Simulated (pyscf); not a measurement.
HO–In(Cl)–Cl (SMILES [OH][In]([Cl])[Cl]) + H• (SMILES [H]) -> •O–In(Cl)–Cl (SMILES [O][In]([Cl])[Cl]) + H₂ (SMILES [H][H]) (hydrogen abstraction; doublet surface; H–O broken, H–H formed). Optimised with ωB97X-D3(BJ)/def2-SVP in PySCF. Rate constants from transition-state theory, ωB97M-D3(BJ)/def2-TZVP energies (ideal gas, 1 atm, RRHO with modes under 100 cm⁻¹ raised to 100, one conformer, R ln 2 for chiral ones without a mode under 150 cm⁻¹; no tunnelling), k in cm³ molecule⁻¹ s⁻¹.

| T (K) | 1000/T | log10 k |
|---|---|---|
| 298 | 3.354 | -22.00 |
| 600 | 1.667 | -16.11 |
| 900 | 1.111 | ? |
| 1200 | 0.833 | -12.97 |

### Question
Fit an Arrhenius line to the three values, give the activation energy, and predict k at 900 K.

### Answer
Least squares gives log10 k = -10.06 − 3.57 × 1000/T, so Ea = 3.57 × ln 10 × 1.987 = 16.3 kcal/mol, against an electronic barrier of 16.5. At 900 K the line gives -14.03; the computed value is -14.06 (ΔG‡ = 34.7 kcal/mol), close to the line. This is the saddle that the search found; another between the same sides may lie lower. The angle at the transferred H is 153°. Elements past Kr carry the def2 core potentials, without spin-orbit coupling.
